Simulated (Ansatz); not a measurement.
**Two-coordinate energy map**

CH$_{3}$Li (SMILES [Li][CH3]), closed shell, PBE0-D4/def2-TZVP minimum:

```
5
angstrom
Li 1.4114 0.8565 -0.7915
C -0.0942 -0.0795 0.0499
H -0.0928 -1.1600 -0.1516
H -0.1028 0.0212 1.1444
H -1.0718 0.2881 -0.2926
```

Rows set the bond length C2–H5 (Å; 1.099 at the minimum), columns the angle H4–C2–Li1 (°; 112.9), set in this order; the parts move rigidly, in a bend the first-named atom's side turns in the plane, and in a torsion the whole end group turns. CCSD(T) energies count from the value at that structure, in kcal/mol. Ansatz 0.2.0; basis: def2-TZVPP; cores frozen in the correlated methods. The outer core shell of Li, Na, Mg and K is correlated.

| C2–H5 \ H4–C2–Li1 | 82.9 | 92.9 | 102.9 | 112.9 | 122.9 | 132.9 | 142.9 |
| --- | --- | --- | --- | --- | --- | --- | --- |
| 0.989 | 12.69 | 8.68 | 6.15 | 5.44 | 6.84 | 10.54 | 16.68 |
| 1.021 | 10.03 | 5.96 | ? | 2.55 | 3.86 | 7.46 | ? |
| 1.068 | 8.20 | 4.02 | 1.29 | 0.36 | 1.52 | 4.97 | 10.86 |
| 1.123 | 8.49 | 4.18 | 1.29 | 0.20 | 1.19 | 4.46 | 10.15 |
| 1.184 | 11.04 | 6.56 | 3.51 | 2.23 | 3.02 | 6.08 | 11.56 |
| 1.249 | 15.52 | 10.87 | 7.62 | 6.14 | 6.72 | 9.55 | 14.79 |
| 1.319 | 21.66 | 16.82 | 13.36 | 11.66 | 12.01 | 14.60 | 19.58 |

Problem. Fill in the withheld cells. (To be estimated.)

Solution. Computed: (1.021, 102.9): 3.35; (1.021, 142.9): 13.50 kcal/mol. These count from the CCSD(T) energy at the PBE0-D4 minimum.

The same grid for a cheaper method: MP2 − CCSD(T), both counted from the minimum, in kcal/mol:
| C2–H5 \ H4–C2–Li1 | 82.9 | 92.9 | 102.9 | 112.9 | 122.9 | 132.9 | 142.9 |
| --- | --- | --- | --- | --- | --- | --- | --- |
| 0.989 | -0.36 | -0.32 | -0.28 | -0.26 | -0.25 | -0.26 | -0.29 |
| 1.021 | -0.30 | -0.26 | -0.22 | -0.20 | -0.19 | -0.19 | -0.22 |
| 1.068 | -0.21 | -0.16 | -0.12 | -0.09 | -0.07 | -0.08 | -0.11 |
| 1.123 | -0.06 | -0.01 | 0.04 | 0.08 | 0.09 | 0.09 | 0.07 |
| 1.184 | 0.15 | 0.21 | 0.26 | 0.31 | 0.33 | 0.34 | 0.32 |
| 1.249 | 0.43 | 0.50 | 0.56 | 0.61 | 0.65 | 0.66 | 0.65 |
| 1.319 | 0.80 | 0.88 | 0.96 | 1.02 | 1.06 | 1.09 | 1.09 |

The T1 diagnostic stays at or below 0.013.

For scale, one of the runs: CCSD(T)/def2-TZVPP, 92 basis functions (an equivalent command: `ansatz run in.yaml --threads 2`). Hardware: 2 CPU threads, shared host. Wall time about 2.6 s.
